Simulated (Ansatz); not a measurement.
in.yaml

```yaml
crystal:
  periodic: [false, false, false]
  atoms:
    - {symbol: N, position_ang: [0.000000, 0.000000, 1.825500]}
    - {symbol: Al, position_ang: [0.000000, 0.000000, -0.043000]}
    - {symbol: N, position_ang: [0.000000, 0.000000, -1.782500]}
basis:
  gaussian: {orbitals: cc-pVDZ}
total_charge: 1
magnetization: {spin_polarized: true, initial_magnetization: 0}
hamiltonian: {xc: {name: B3LYP}}
```

```sh
$ ansatz run in.yaml --threads 1 --pin off --events-out ev --progress --plain --max-ram 2393MiB
```

The program prints:

```
454 factors; integrals over basis functions are off by at most 3.6e-4 eV
mean field evaluation 1: about -9501.3663 eV, gradient 8.7e1 eV
mean field evaluation 2: about -9193.7594 eV, gradient 1.5e2 eV
mean field evaluation 4: about -9512.5899 eV, gradient 7.1e1 eV
mean field evaluation 8: about -9545.6947 eV, gradient 5.3e1 eV
mean field evaluation 16: about -9560.9367 eV, gradient 1.4e-1 eV
mean field evaluation 32: about -9561.8548 eV, gradient 2.1e0 eV
mean field evaluation 64: about -9561.9545 eV, gradient 6.5e-6 eV
mean field -9561.95445041 eV, -351.3953447270 hartree, gradient 6.3e-7 eV, S^2 2.000984; 5 other end points of the search recorded, 0 dependent functions left out
reference -9561.95464963 eV, -351.3953520484 hartree; 13, 13 occupied and 33, 33 virtual orbitals, 454 factors
Total energy: -9561.95464963 eV, -351.3953520484 hartree
```

Ran on 1 thread of Intel Xeon 6975P-C, shared host: 3.2 s wall, 0.15 GiB peak host memory.
